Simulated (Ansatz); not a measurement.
Species: PH$_{2}$, charge 0, doublet. PH2 (SMILES [PH2], doublet).
B3LYP-D3(BJ)/def2-TZVP minimum from Ansatz (an electronic-structure program):
```xyz
3

P      0.0052    -0.0015     0.1165
H     -0.0501     1.0329    -0.8596
H     -0.0274    -1.0099    -0.8876
```
Charge 0, spin multiplicity 2.

Hartree-Fock and MP2 correlation energies in hartree (Ansatz). Open shells are spin-unrestricted; no spin-orbit coupling. Correlated methods leave the cores frozen. No relativity.

| basis | X | E(HF) | E(corr, MP2) |
|---|---|---|---|
| cc-pV(T+d)Z | 3 | -341.88871 | -0.13721 |
| cc-pV(Q+d)Z | 4 | -341.89218 | -0.14734 |
| cc-pV(5+d)Z | 5 | -341.89284 | withheld |

Problem. Fit E(corr) = E∞ + A/X³ to X = 3 and 4, predict X = 5, and compare with the run.

Solution. A = (-0.13721 - (-0.14734))/(1/27 - 1/64) = 0.4731; E∞ = -0.14734 - A/64 = -0.15473; at X = 5, E∞ + A/125 = -0.15095. The run gave -0.15164, 0.69 mEh below the prediction. The same form on X = 4 and 5 gives E∞ = -0.15615, 1.42 mEh below the first estimate.
